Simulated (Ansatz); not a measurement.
Fluorite CdF2 was calculated with PBE in Ansatz (PAW).

Run with plane-wave cutoff 520 eV, 12×12×12 k mesh, Fermi–Dirac smearing 0.01 eV, scalar-relativistic PAW data made under PBE.

Cell (relaxed at this level):

```
CELL_PARAMETERS angstrom
      0.00000     2.74065     2.74065
      2.74065     0.00000     2.74065
      2.74065     2.74065     0.00000
ATOMIC_POSITIONS crystal
  Cd 0.00000 0.00000 0.00000
  F  0.25000 0.25000 0.25000
  F  0.75000 0.75000 0.75000
```

Q: Estimate the bulk modulus, band gap, smallest direct gap on the k points sampled and pressure derivative B′ of the bulk modulus that the calculation returns.

A: 
- bulk modulus = 93.5 GPa
- band gap = 2.92 eV
- smallest direct gap on the k points sampled = 3.47 eV
- pressure derivative B′ of the bulk modulus = 4.8

Measured, for comparison: band gap 7.8 eV (temperature not stated, no zero-point or thermal correction, indirect W–Γ; as tabulated in Cappellini et al. (2013), arXiv:1302.2571).

Spin–orbit coupling is not included.

It cost roughly 30 core-seconds of CPU time.

Ansatz is a quantum-chemistry and plane-wave program.
